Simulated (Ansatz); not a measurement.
**CH2BCl (SMILES B[C]Cl): the electronic atomisation energy, rung by rung**

CH2BCl: 5 atoms, total charge 0, spin state triplet. SMILES: `B[C]Cl`. The shape is that of a GFN2-xTB optimisation.

Each level gives the electronic atomisation energy (eV). The values are calculated. Electronic energies at fixed atoms, without zero-point motion or spin-orbit coupling.

| level | kind | program | value (eV) | less FCI/STO-3G | CPU time (all runs) |
| --- | --- | --- | --- | --- | --- |
| U-revPBE/STO-3G | GGA | Ansatz | 19.76 | +3.15 | 2.4 s |
| U-r2SCAN/STO-3G | meta-GGA | Ansatz | 20.09 | +3.48 | 7.8 s |
| UB3LYP/STO-3G | global hybrid | Ansatz | 19.52 | +2.91 | 2.3 s |
| U-wB97M-V/STO-3G | range-separated hybrid | Ansatz | 19.89 | +3.28 | 24 s |
| UB2PLYP/STO-3G | double hybrid | Ansatz | 18.50 | +1.89 | 2.1 s |
| RPA@PBE/STO-3G | RPA | Ansatz | 15.14 | -1.47 | 2.9 s |
| UCCSD/STO-3G | coupled cluster or CI | Ansatz | 16.55 | -0.06 | 0.41 s |
| UCCSDTQ/STO-3G | coupled cluster or CI | Ansatz | 16.61 | 0.00 | 61 s |
| FCI/STO-3G | exact in the basis | Ansatz | 16.61 | 0.00 | 47 s |

FCI/STO-3G is exact within its basis and frozen core, so for wave-function methods in that basis the difference is their error; functionals converge differently with the basis, so for them it is only a difference. The values span 15.14 to 20.09 eV. All rows use very small basis sets, so none should be taken for the real molecule's value. Times are those of the runs behind each value, whatever else they computed, on shared processors of several kinds: orders of magnitude only.
